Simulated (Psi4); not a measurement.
Reaction (SMILES): S=C=S + 4 [H][H] (H2) → C (CH4) + 2 S (H2S)
B3LYP-D3(BJ)/def2-TZVP geometries, fixed; electronic energies without zero-point terms.

Basis-set convergence of the energy of full hydrogenation at HF with Psi4. Cartesian d functions, on some or all atoms, in 6-31G**; all else is spherical. Density fitting with the program's default auxiliary sets. Psi4's default fitting sets serve the pcseg sets less well. No added dispersion term, no relativity. Functions are those of the species that has most. Reference: the value in aug-cc-pV(Q+d)Z, -87.90 kcal/mol, itself unsure by roughly 0.08 kcal/mol (its mean distance from def2-QZVPPD, def2-QZVPP, cc-pV(Q+d)Z). Deviations are taken from unrounded values.

| basis | functions | energy of full hydrogenation (kcal/mol) | minus reference (kcal/mol) |
|---|---|---|---|
| 3-21G | 35 | -86.63 | 1.27 |
| pcseg-0 | 35 | -88.93 | -1.03 |
| def2-SV(P) | 50 | -81.87 | 6.03 |
| 6-31G** | 53 | -89.41 | -1.51 |
| cc-pV(D+d)Z | 60 | -91.67 | -3.77 |
| aug-cc-pV(D+d)Z | 87 | -93.40 | -5.50 |
| def2-TZVPPD | 139 | -88.16 | -0.26 |
| aug-pcseg-2 | 146 | -88.53 | -0.63 |
| aug-cc-pV(Q+d)Z | 264 | -87.90 | 0.00 |
